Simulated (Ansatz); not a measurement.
Input and output for `NC1CO1`.

```yaml
crystal:
  periodic: [false, false, false]
  atoms:
    - {symbol: N, position_ang: [-1.147100, 1.170523, -0.476186]}
    - {symbol: C, position_ang: [0.296776, 0.489908, 0.258120]}
    - {symbol: C, position_ang: [0.487228, -1.293987, 0.526528]}
    - {symbol: O, position_ang: [1.446801, -0.468380, -0.725404]}
    - {symbol: H, position_ang: [-1.700767, 0.355185, -1.268278]}
    - {symbol: H, position_ang: [-0.892176, 2.237754, -1.104725]}
    - {symbol: H, position_ang: [0.911266, 1.347810, 1.114424]}
    - {symbol: H, position_ang: [1.185533, -1.762783, 1.594554]}
    - {symbol: H, position_ang: [-0.477061, -2.133781, 0.059590]}
basis:
  gaussian: {orbitals: 6-31G, nuclear_model: gaussian}
total_charge: 1
magnetization: {spin_polarized: true, initial_magnetization: 1}
hamiltonian: {xc: {name: wB97M-V}}
accuracy: high
output: {forces: true}
```

```sh
$ ansatz run in.yaml --threads 2 --pin off --events-out ev --progress --plain --max-ram 4352MiB
```

Shortened log:

```
Functional definition: wB97M-V
1203 factors; integrals over basis functions are off by at most 3.0e-9 eV
328 factors; integrals over basis functions are off by at most 1.7e-9 eV
mean field evaluation 1: about -5655.1889 eV, gradient 5.4e1 eV
mean field evaluation 2: about -5578.3814 eV, gradient 1.2e2 eV
mean field evaluation 4: about -5667.9227 eV, gradient 1.3e1 eV
mean field evaluation 8: about -5669.3193 eV, gradient 1.2e0 eV
mean field evaluation 16: about -5669.5137 eV, gradient 1.8e-1 eV
mean field evaluation 32: about -5669.5706 eV, gradient 1.0e-6 eV
mean field -5669.57064933 eV, -208.3528783900 hartree, gradient 5.1e-8 eV, S^2 0.773301; 4 other end points of the search recorded, 0 dependent functions left out
reference -5669.57065243 eV, -208.3528785039 hartree; 16, 15 occupied and 30, 31 virtual orbitals, 1203 factors
Total energy: -5669.57065243 eV, -208.3528785039 hartree
Atom 0 at    -1.147100     1.170523    -0.476186 Å, force     3.009804    -1.323807    -2.751216 eV/Å
Atom 1 at     0.296776     0.489908     0.258120 Å, force    -1.366105    -0.449139     1.064790 eV/Å
Atom 2 at     0.487228    -1.293987     0.526528 Å, force    -1.084567     1.668106     0.143956 eV/Å
Atom 3 at     1.446801    -0.468380    -0.725404 Å, force    -1.958883    -0.568960     2.049358 eV/Å
Atom 4 at    -1.700767     0.355185    -1.268278 Å, force     2.448342     3.075601     2.919077 eV/Å
Atom 5 at    -0.892176     2.237754    -1.104725 Å, force    -0.645136    -4.214191     2.338762 eV/Å
Atom 6 at     0.911266     1.347810     1.114424 Å, force    -1.918295    -2.953122    -3.131527 eV/Å
Atom 7 at     1.185533    -1.762783     1.594554 Å, force    -2.013950     1.862408    -3.804674 eV/Å
Atom 8 at    -0.477061    -2.133781     0.059590 Å, force     3.528789     2.903104     1.171475 eV/Å
Dipole moment:    -0.112533    -0.148401     0.197260 e Å
```

Run time 75 s (2 threads of an Arm Neoverse V1 on a shared host); peak host memory 0.71 GiB.
